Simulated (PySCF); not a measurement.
# SiO: from constants to spectrum

RHF-CCSD(T) constants of SiO, ¹Σ⁺ (singlet), closed shell (PySCF, no relativity, basis sets Si 6-311G(d,p), O 6-311G(d,p); masses 27.9769 and 15.9949 u):

* ωe: 1226.8 cm⁻¹
* ωexe: 6.19 cm⁻¹
* Be: 0.7122 cm⁻¹
* αe: 0.00499 cm⁻¹
* De to Si + O: 7.47 eV

(1) What force constant and bond length do these constants imply?

(2) Estimate the centrifugal constant D from the Kratzer relation and find the Dunham coefficient a1.

Correlated steps freeze 6 core orbitals. Where the molecule has an RHF reference, its open-shell atoms are computed with UHF. The CCSD T1 diagnostic is raised, a sign that a single reference may not be enough here.

Answers

(1) Reduced mass μred = 10.177 u; k = 5.8918×10⁻⁷·μred·ωe² (u, cm⁻¹, mdyn/Å) = 9.02 mdyn/Å; Re = √(16.8576/(μred·Be)) (u, cm⁻¹, Å) = 1.525 Å.

(2) D = 4Be³/ωe² = 9.6e-07 cm⁻¹; a1 = −1 − αeωe/(6Be²) = -3.01.
